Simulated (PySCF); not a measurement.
Start geometry of cyanoacetylene (`C#CC#N`) from GFN2-xTB (Å):
```
atom  x, y, z in Å
C1    -1.2745   -0.1733   -0.0006
C2    -0.0816   -0.0110    0.0189
C3     1.2713    0.1722    0.0438
N4     2.4085    0.3275    0.0654
H5    -2.3151   -0.3126   -0.0159
```

Problem. What comes out of this run: PBE0/6-31+G* geometry optimisation, gas phase in PySCF 2.14.0?

Solution. 
```
atom  x, y, z in Å
C1    -1.273   -0.182   -0.054
C2    -0.074   -0.023   -0.031
C3     1.286    0.160   -0.006
N4     2.440    0.315    0.017
H5    -2.332   -0.325   -0.072
```

The energy falls by 2.7 kJ/mol over 3 energy and gradient evaluations, the largest force component goes from 0.0405 to 2.4e-04 Eh/bohr, and the atoms move by 0.016 Å rms after alignment. The bond that changes most is C1–H5 (terminal alkyne carbon to alkyne hydrogen), which lengthens by 0.019 Å. Bonds longer at the end by more than 0.005 Å: 4 of 4; shorter: 0. The orientation of the end geometry is arbitrary; only internal coordinates are fixed.

The run used 74 basis functions and 21 SCF cycles in all. Hardware: one thread of an Intel Xeon Platinum 8488C (shared host). Cost: 3.1 s wall, 0.33 GiB resident at most.

Stationary, but not proved a minimum.
